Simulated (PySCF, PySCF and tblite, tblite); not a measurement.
# CH3CH2CF2CH3 (C₄H₈F₂): conformers and averaged spectra

Which conformers does CH3CH2CF2CH3 (C₄H₈F₂) (`CCC(C)(F)F`) populate, and what do their averaged NMR parameters look like?

Programs: PySCF 2.14.0 with density-fitted response routines of our own, and tblite 0.8.0. All values are computed, except where a source is named. Atoms count from 0 throughout.

## Step 1: The starting structure

14 atoms, charge 0, multiplicity 1; geometry from: MMFF94s geometry.

Bonds of the start (Å): C0–C1 1.51, C0–H6 1.10, C0–H7 1.10, C0–H8 1.09, C1–C2 1.53, C1–H10 1.11, C1–H9 1.09, C2–C3 1.50, C2–F4 1.36, C2–F5 1.36, C3–H11 1.09, C3–H12 1.08, C3–H13 1.10.

## Step 2: GFN2-xTB relaxation, conformer 1

What the job is given:

```
{"job": {"xc": "GFN2-xTB", "basis": "xTB", "kind": "relax"}, "charge": 0, "multiplicity": 1}
C     -1.521100     0.540300     0.308000
C     -0.762900    -0.608700    -0.315500
C      0.692100    -0.274700    -0.656000
C      1.549500     0.147600     0.503400
F      0.695200     0.716800    -1.582000
F      1.243000    -1.358400    -1.254900
H     -2.575800     0.262200     0.454100
H     -1.501200     1.427300    -0.338000
H     -1.115700     0.820100     1.285300
H     -1.277400    -0.928800    -1.216900
H     -0.782500    -1.476700     0.369800
H      1.215800     1.084200     0.948700
H      2.578400     0.281100     0.187200
H      1.561900    -0.632700     1.284700
```

Launch:

```console
> OMP_NUM_THREADS=1 python ens_run.py task.json out
```

The driver reads the study from task.json and runs its stages one after another.

Log:

```text
step      E/eV     max force
  0    -601.99539    1.193
  1    -602.03584    0.309
  2    -602.04108    0.150
  3    -602.04419    0.129
  4    -602.04569    0.108
  5    -602.04661    0.079
  6    -602.04711    0.060
  7    -602.04751    0.061
  8    -602.04776    0.037
  9    -602.04776    0.037
 10    -602.04783    0.018
 11    -602.04787    0.014
 12    -602.04790    0.017
 13    -602.04794    0.016
 14    -602.04797    0.015
 15    -602.04800    0.015
 16    -602.04803    0.017
 17    -602.04808    0.021
 18    -602.04812    0.023
 19    -602.04816    0.019
 20    -602.04820    0.017
 21    -602.04825    0.022
 22    -602.04831    0.020
 23    -602.04836    0.016
 24    -602.04839    0.013
 25    -602.04842    0.014
 26    -602.04844    0.013
 27    -602.04846    0.009
 28    -602.04848    0.009
 29    -602.04849    0.011
 30    -602.04851    0.010
 31    -602.04852    0.010
 32    -602.04853    0.010
 33    -602.04855    0.010
 34    -602.04856    0.010
 35    -602.04858    0.011
 36    -602.04860    0.010
 37    -602.04862    0.009
 38    -602.04863    0.009
 39    -602.04864    0.009
 40    -602.04866    0.010
 41    -602.04867    0.010
 42    -602.04868    0.011
 43    -602.04869    0.010
 44    -602.04870    0.007
 45    -602.04871    0.008
 46    -602.04871    0.008
 47    -602.04872    0.009
 48    -602.04873    0.008
 49    -602.04874    0.008
 50    -602.04875    0.009
 51    -602.04877    0.010
 52    -602.04878    0.009
 53    -602.04879    0.007
 54    -602.04879    0.008
 55    -602.04880    0.009
 56    -602.04881    0.009
 57    -602.04881    0.007
 58    -602.04882    0.007
 59    -602.04883    0.007
 60    -602.04883    0.007
 61    -602.04884    0.009
 62    -602.04885    0.008
 63    -602.04886    0.006
 64    -602.04887    0.006
 65    -602.04888    0.006
 66    -602.04888    0.007
 67    -602.04889    0.008
 68    -602.04890    0.005
 69    -602.04890    0.004
```

Run time: 0.19 s. Hardware: 1 thread of Arm Neoverse V2, shared host.

Relaxing gained 0.054 eV and moved the atoms by 0.04 Å on average (rms).

**GFN2-xTB relaxation, conformer 2**

What the job is given:

```
{"job": {"xc": "GFN2-xTB", "basis": "xTB", "kind": "relax"}, "charge": 0, "multiplicity": 1}
C      1.844000     0.085700    -0.575600
C      0.560500     0.533600     0.129100
C     -0.557100    -0.474200    -0.049500
C     -1.843500    -0.047800     0.639500
F     -0.187300    -1.688600     0.421800
F     -0.828400    -0.622600    -1.379600
H      2.631300     0.827700    -0.423800
H      1.674400    -0.003300    -1.647900
H      2.192100    -0.878500    -0.192300
H      0.262400     1.507600    -0.246500
H      0.782000     0.640500     1.204900
H     -2.216500     0.896300     0.263700
H     -1.696200     0.028900     1.738600
H     -2.618400    -0.805900     0.477000
```

Log:

```text
step      E/eV     max force
  0    -601.98682    1.122
  1    -602.02667    0.339
  2    -602.03358    0.202
  3    -602.03619    0.126
  4    -602.03740    0.063
  5    -602.03767    0.038
  6    -602.03767    0.038
  7    -602.03776    0.034
  8    -602.03801    0.026
  9    -602.03808    0.024
 10    -602.03825    0.022
 11    -602.03833    0.024
 12    -602.03839    0.020
 13    -602.03842    0.013
 14    -602.03846    0.014
 15    -602.03849    0.013
 16    -602.03851    0.015
 17    -602.03853    0.011
 18    -602.03854    0.007
 19    -602.03855    0.005
 20    -602.03855    0.005
 21    -602.03856    0.004
```

Run time: 0.09 s. Hardware: 1 thread of Arm Neoverse V2, shared host.

The energy fell by 0.052 eV, and the atoms moved 0.02 Å (root mean square).

## Step 3: DFT optimisation, start 1: PBE0-D3(BJ)/def2-SVP

What the job is given:

```
{"job": {"kind": "geom", "xc": "PBE0", "basis": "def2-SVP", "d3": "d3bj", "grid": 1, "maxiter": 40}, "charge": 0, "multiplicity": 1}
C     -1.520856     0.541013     0.332084
C     -0.771368    -0.621723    -0.306163
C      0.675840    -0.276825    -0.646642
C      1.547887     0.158749     0.516397
F      0.697821     0.692074    -1.614254
F      1.248630    -1.367671    -1.250646
H     -2.573707     0.289684     0.427746
H     -1.434535     1.430455    -0.287584
H     -1.132842     0.763134     1.322753
H     -1.260744    -0.910756    -1.238971
H     -0.761570    -1.488938     0.355876
H      1.196008     1.110671     0.901081
H      2.571582     0.272951     0.167078
H      1.517174    -0.593291     1.299079
```

Log:

```text
step      E/eV     max force
  0     -9695.54727   0.8217
  1     -9695.58596   0.1824
  2     -9695.58475   0.1290
  3     -9695.58786   0.0271
  4     -9695.58810   0.0099
```

Run time: 26 s. Hardware: 1 thread of Arm Neoverse V2, shared host; peak memory 0.48 GiB.

Gain 0.041 eV; displacement 0.06 Å root mean square.

## Step 4: DFT optimisation, start 2: PBE0-D3(BJ)/def2-SVP

What the job is given:

```
{"job": {"kind": "geom", "xc": "PBE0", "basis": "def2-SVP", "d3": "d3bj", "grid": 1, "maxiter": 40}, "charge": 0, "multiplicity": 1}
C      1.845804     0.089105    -0.578018
C      0.579149     0.541342     0.141217
C     -0.565638    -0.452101    -0.040787
C     -1.856284    -0.052581     0.654018
F     -0.180566    -1.688223     0.404459
F     -0.812245    -0.634047    -1.375161
H      2.639233     0.816211    -0.428408
H      1.658537    -0.010776    -1.644287
H      2.174927    -0.872909    -0.193103
H      0.247798     1.505369    -0.247322
H      0.766781     0.640238     1.211335
H     -2.202061     0.898783     0.260971
H     -1.683330     0.031400     1.722737
H     -2.612785    -0.812285     0.471717
```

Log:

```text
step      E/eV     max force
  0     -9695.56655   1.0054
  1     -9695.60043   0.1904
  2     -9695.60133   0.0226
```

Wall time 15 s (1 thread of Arm Neoverse V2, shared host); peak memory 0.48 GiB.

The energy fell by 0.035 eV, and the atoms moved 0.02 Å (root mean square).

## Step 5: Shieldings, conformer 1: PBE0/pcSseg-1 in chloroform

What the job is given:

```
{"job": {"xc": "PBE0", "basis": "pcSseg-1", "solvent": "chloroform", "kind": "nmr", "pop": true}, "charge": 0, "multiplicity": 1}
C     -1.545285     0.550829     0.305448
C     -0.762608    -0.604988    -0.292242
C      0.676465    -0.273484    -0.633284
C      1.569132     0.130800     0.512171
F      0.684885     0.725940    -1.564529
F      1.224943    -1.362161    -1.245692
H     -2.603234     0.279540     0.432424
H     -1.498838     1.432037    -0.351568
H     -1.160413     0.843424     1.294533
H     -1.223807    -0.939861    -1.234788
H     -0.754234    -1.474597     0.383563
H      1.209722     1.059554     0.974057
H      2.584614     0.295550     0.126692
H      1.597976    -0.663055     1.271050
```

Log:

```text
coarse grid: 11480 points
cycle   1  E = -356.3957691257  dE =  5.296e-01  |g| = 7.097e-01  |ddm| = 3.000e+00
cycle   2  E = -356.3399593219  dE =  5.581e-02  |g| = 9.560e-01  |ddm| = 8.866e-01
cycle   3  E = -356.4841008040  dE = -1.441e-01  |g| = 6.826e-02  |ddm| = 5.184e-01
cycle   4  E = -356.4849378168  dE = -8.370e-04  |g| = 2.916e-02  |ddm| = 6.245e-02
cycle   5  E = -356.4851224928  dE = -1.847e-04  |g| = 3.328e-03  |ddm| = 2.215e-02
cycle   6  E = -356.4851245972  dE = -2.104e-06  |g| = 1.215e-03  |ddm| = 3.245e-03
final grid: 111016 points
cycle   7  E = -356.5337634029  dE = -3.984e-05  |g| = 8.321e-03  |ddm| = 2.481e-02
cycle   8  E = -356.5337543732  dE =  9.030e-06  |g| = 1.110e-02  |ddm| = 1.286e-02
cycle   9  E = -356.5337785367  dE = -2.416e-05  |g| = 8.514e-04  |ddm| = 6.984e-03
cycle  10  E = -356.5337786569  dE = -1.202e-07  |g| = 2.223e-04  |ddm| = 6.401e-04
cycle  11  E = -356.5337786654  dE = -8.445e-09  |g| = 3.667e-05  |ddm| = 1.354e-04
cycle  12  E = -356.5337786656  dE = -2.752e-10  |g| = 1.215e-05  |ddm| = 3.752e-05
converged SCF energy = -356.5337786656

GIAO shielding tensors (ppm)
atom      isotropic    diamagn.    paramagn.     s11        s22        s33       span
  0 C      174.967     247.984     -73.018    166.503    172.422    185.975     19.472
  1 C      150.852     249.988     -99.136    135.598    145.262    171.696     36.098
  2 C       57.678     242.502    -184.824     42.976     56.040     74.018     31.041
  3 C      162.276     250.678     -88.402    144.724    155.380    186.723     41.999
  4 F      300.851     476.648    -175.797    212.458    324.569    365.526    153.068
  5 F      286.868     474.866    -187.998    195.735    323.975    340.894    145.159
  6 H       30.149      28.211       1.939     25.568     27.240     37.640     12.073
  7 H       30.189      29.875       0.315     25.558     29.152     35.858     10.300
  8 H       30.310      30.278       0.032     25.724     29.248     35.957     10.233
  9 H       29.421      30.216      -0.795     25.106     28.939     34.218      9.113
 10 H       29.662      30.971      -1.309     25.715     28.689     34.581      8.866
 11 H       29.583      30.387      -0.805     25.330     29.072     34.346      9.016
 12 H       29.547      28.241       1.306     26.047     27.322     35.272      9.225
 13 H       29.979      29.749       0.230     26.374     27.656     35.908      9.534
```

Run time: 13 s. Hardware: 1 thread of Arm Neoverse V2, shared host; peak memory 0.79 GiB.

This run: HOMO -9.12 eV, LUMO 1.61 eV; dipole 2.68 D.

## Step 6: Single-point energy, conformer 1: PBE0/def2-TZVP in chloroform

The job, as its differences from that of step 5:

```diff
@@ -1,2 +1,2 @@
-{"job": {"xc": "PBE0", "basis": "pcSseg-1", "solvent": "chloroform", "kind": "nmr", "pop": true}, "charge": 0, "multiplicity": 1}
+{"job": {"xc": "PBE0", "basis": "def2-TZVP", "solvent": "chloroform", "kind": "sp"}, "charge": 0, "multiplicity": 1}
 C     -1.545285     0.550829     0.305448
```

Log:

```text
coarse grid: 11480 points
cycle   1  E = -356.6222700159  dE =  5.254e-01  |g| = 7.340e-01  |ddm| = 2.588e+00
cycle   2  E = -356.5577583437  dE =  6.451e-02  |g| = 1.009e+00  |ddm| = 9.483e-01
cycle   3  E = -356.7141507072  dE = -1.564e-01  |g| = 7.642e-02  |ddm| = 5.516e-01
cycle   4  E = -356.7151464553  dE = -9.957e-04  |g| = 3.394e-02  |ddm| = 6.894e-02
cycle   5  E = -356.7153924612  dE = -2.460e-04  |g| = 3.735e-03  |ddm| = 2.237e-02
cycle   6  E = -356.7153950723  dE = -2.611e-06  |g| = 1.341e-03  |ddm| = 3.607e-03
final grid: 111016 points
cycle   7  E = -356.7130926591  dE = -8.691e-05  |g| = 7.897e-03  |ddm| = 5.747e-02
cycle   8  E = -356.7130856755  dE =  6.984e-06  |g| = 1.004e-02  |ddm| = 1.091e-02
cycle   9  E = -356.7131061394  dE = -2.046e-05  |g| = 9.959e-04  |ddm| = 5.906e-03
cycle  10  E = -356.7131062662  dE = -1.268e-07  |g| = 3.434e-04  |ddm| = 8.345e-04
cycle  11  E = -356.7131062863  dE = -2.006e-08  |g| = 4.498e-05  |ddm| = 2.340e-04
cycle  12  E = -356.7131062867  dE = -4.027e-10  |g| = 1.583e-05  |ddm| = 5.008e-05
converged SCF energy = -356.7131062867
```

It took 12 s on 1 thread of Arm Neoverse V2, shared host; peak memory 0.91 GiB.

Key values: HOMO -9.08 eV, LUMO 1.35 eV; dipole 2.70 D.

## Step 7: Shieldings, conformer 2: PBE0/pcSseg-1 in chloroform

What the job is given:

```
{"job": {"xc": "PBE0", "basis": "pcSseg-1", "solvent": "chloroform", "kind": "nmr", "pop": false}, "charge": 0, "multiplicity": 1}
C      1.844649     0.086026    -0.580841
C      0.581492     0.529969     0.136004
C     -0.566823    -0.444088    -0.034427
C     -1.853478    -0.056988     0.648633
F     -0.180999    -1.670446     0.427231
F     -0.811925    -0.610272    -1.367742
H      2.653972     0.816561    -0.439126
H      1.662624    -0.020726    -1.659782
H      2.188207    -0.886123    -0.199084
H      0.242968     1.510201    -0.236463
H      0.762536     0.644922     1.216781
H     -2.217784     0.903489     0.260348
H     -1.697887     0.028597     1.732610
H     -2.608233    -0.831598     0.455227
```

Log:

```text
coarse grid: 11480 points
cycle   1  E = -356.3942898402  dE =  5.279e-01  |g| = 7.115e-01  |ddm| = 3.008e+00
cycle   2  E = -356.3377468689  dE =  5.654e-02  |g| = 9.602e-01  |ddm| = 8.825e-01
cycle   3  E = -356.4833941784  dE = -1.456e-01  |g| = 7.000e-02  |ddm| = 5.143e-01
cycle   4  E = -356.4842978339  dE = -9.037e-04  |g| = 2.792e-02  |ddm| = 6.227e-02
cycle   5  E = -356.4844666387  dE = -1.688e-04  |g| = 3.373e-03  |ddm| = 2.085e-02
cycle   6  E = -356.4844687956  dE = -2.157e-06  |g| = 1.150e-03  |ddm| = 3.134e-03
final grid: 111016 points
cycle   7  E = -356.5342680119  dE = -4.036e-05  |g| = 8.158e-03  |ddm| = 2.241e-02
cycle   8  E = -356.5342604292  dE =  7.583e-06  |g| = 1.063e-02  |ddm| = 1.274e-02
cycle   9  E = -356.5342830565  dE = -2.263e-05  |g| = 9.097e-04  |ddm| = 6.649e-03
cycle  10  E = -356.5342831905  dE = -1.341e-07  |g| = 2.233e-04  |ddm| = 6.710e-04
cycle  11  E = -356.5342831988  dE = -8.236e-09  |g| = 3.852e-05  |ddm| = 1.348e-04
cycle  12  E = -356.5342831991  dE = -3.033e-10  |g| = 1.365e-05  |ddm| = 3.702e-05
converged SCF energy = -356.5342831991

GIAO shielding tensors (ppm)
atom      isotropic    diamagn.    paramagn.     s11        s22        s33       span
  0 C      177.860     245.791     -67.931    171.007    175.891    186.683     15.675
  1 C      151.088     250.857     -99.769    140.216    141.177    171.871     31.655
  2 C       59.346     241.520    -182.174     44.270     56.772     76.995     32.726
  3 C      158.566     249.049     -90.483    141.466    146.208    188.023     46.557
  4 F      304.800     477.073    -172.273    195.576    333.256    385.568    189.993
  5 F      304.923     477.152    -172.229    196.283    333.157    385.328    189.046
  6 H       30.323      27.882       2.441     25.684     27.490     37.796     12.111
  7 H       30.043      29.191       0.851     25.068     29.042     36.019     10.951
  8 H       30.049      29.143       0.906     25.089     29.007     36.053     10.964
  9 H       29.601      31.537      -1.936     25.066     29.421     34.315      9.249
 10 H       29.600      31.492      -1.892     25.084     29.400     34.315      9.231
 11 H       29.788      29.183       0.606     26.107     27.860     35.398      9.290
 12 H       29.778      29.141       0.637     26.108     27.848     35.379      9.272
 13 H       29.416      27.936       1.480     25.840     27.154     35.253      9.413
```

It took 11 s on 1 thread of Arm Neoverse V2, shared host; peak memory 0.76 GiB.

Key values: HOMO -9.19 eV, LUMO 1.65 eV; dipole 2.62 D.

## Step 8: Single-point energy, conformer 2: PBE0/def2-TZVP in chloroform

The job, as its differences from that of step 7:

```diff
@@ -1,2 +1,2 @@
-{"job": {"xc": "PBE0", "basis": "pcSseg-1", "solvent": "chloroform", "kind": "nmr", "pop": false}, "charge": 0, "multiplicity": 1}
+{"job": {"xc": "PBE0", "basis": "def2-TZVP", "solvent": "chloroform", "kind": "sp"}, "charge": 0, "multiplicity": 1}
 C      1.844649     0.086026    -0.580841
```

Log:

```text
coarse grid: 11480 points
cycle   1  E = -356.6203354211  dE =  5.240e-01  |g| = 7.363e-01  |ddm| = 2.558e+00
cycle   2  E = -356.5546162615  dE =  6.572e-02  |g| = 1.014e+00  |ddm| = 8.805e-01
cycle   3  E = -356.7131376513  dE = -1.585e-01  |g| = 7.852e-02  |ddm| = 5.106e-01
cycle   4  E = -356.7142251035  dE = -1.087e-03  |g| = 3.240e-02  |ddm| = 6.685e-02
cycle   5  E = -356.7144472802  dE = -2.222e-04  |g| = 3.750e-03  |ddm| = 2.027e-02
cycle   6  E = -356.7144498768  dE = -2.597e-06  |g| = 1.293e-03  |ddm| = 3.264e-03
final grid: 111016 points
cycle   7  E = -356.7133326389  dE = -8.514e-05  |g| = 7.764e-03  |ddm| = 5.518e-02
cycle   8  E = -356.7133269172  dE =  5.722e-06  |g| = 9.583e-03  |ddm| = 1.053e-02
cycle   9  E = -356.7133459839  dE = -1.907e-05  |g| = 1.022e-03  |ddm| = 5.667e-03
cycle  10  E = -356.7133461157  dE = -1.318e-07  |g| = 3.337e-04  |ddm| = 7.384e-04
cycle  11  E = -356.7133461343  dE = -1.857e-08  |g| = 4.349e-05  |ddm| = 2.110e-04
cycle  12  E = -356.7133461346  dE = -3.365e-10  |g| = 1.900e-05  |ddm| = 4.492e-05
converged SCF energy = -356.7133461346
```

Run time: 12 s. Hardware: 1 thread of Arm Neoverse V2, shared host; peak memory 0.9 GiB.

This run: HOMO -9.14 eV, LUMO 1.37 eV; dipole 2.63 D.

(Part 1 of 2 ends here.)
